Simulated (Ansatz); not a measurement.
# B3H (quintet): the correlation ladder, def2-QZVPP

One table from this session's results is given with a row withheld; the runs are named, their logs left out.

Computed with Ansatz 0.2.0, Gaussian basis. Level: def2-QZVPP, core rule «outside noble gas», up to 3 orbitals frozen.

To be run: UHF; ROHF; CCSD(T) on UHF.

2 further runs of the same task are left out: 2 set aside as unsound or not needed.

## What is computed

The geometry is a PBE0/def2-TZVP stationary point (not a proven minimum) of the parent state, kept for this charge and spin.

4 atoms, charge 0, spin multiplicity 5.

Atoms are counted from 1 here; the program's logs count them from 0.

Bond lengths: B1–B2 1.556 Å, B1–B3 1.548 Å, B2–B3 1.853 Å, B2–H4 1.183 Å. Angles: B2–B1–B3 73.3°, B1–B2–B3 53.2°, B1–B2–H4 169.4°, B3–B2–H4 137.4°, B1–B3–B2 53.5°.

Set-up of the first run:

File in.yaml:

```yaml
crystal:
  periodic: [false, false, false]
  atoms:
    - {symbol: B, position_ang: [0.000000, -0.796508, -0.346642]}
    - {symbol: B, position_ang: [0.000000, 0.061998, 0.950518]}
    - {symbol: B, position_ang: [0.000000, 0.685766, -0.794078]}
    - {symbol: H, position_ang: [0.000000, 0.522819, 2.040076]}
basis:
  gaussian: {orbitals: "def2-QZVPP.json"}
magnetization: {spin_polarized: true, initial_magnetization: 4}
hamiltonian: {xc: hf}
output: {orbitals: {seedname: orbitals}}
```

Run with:

```console
ansatz run in.yaml --threads 1 --pin off --events-out ev --progress --plain --max-ram 2393MiB
```

Among the steps run: UHF; ROHF; CCSD(T) on UHF.

One of the session's tables, all rows but one given; the rest of the session is left out.

| method | from UCCSD(T) (meV) |
| --- | --- |
| ROHF | +7010.8 |
| UHF | +6922.3 |
| UMP2 | ? |
| UCCSD | +355.0 |
| UCCSD(T) | 0 |

Estimate the missing values for UMP2.

As computed: from UCCSD(T) (meV): +1120.9. In the column «from UCCSD(T) (meV)» it lies between UCCSD (+355.0) and UHF (+6922.3).
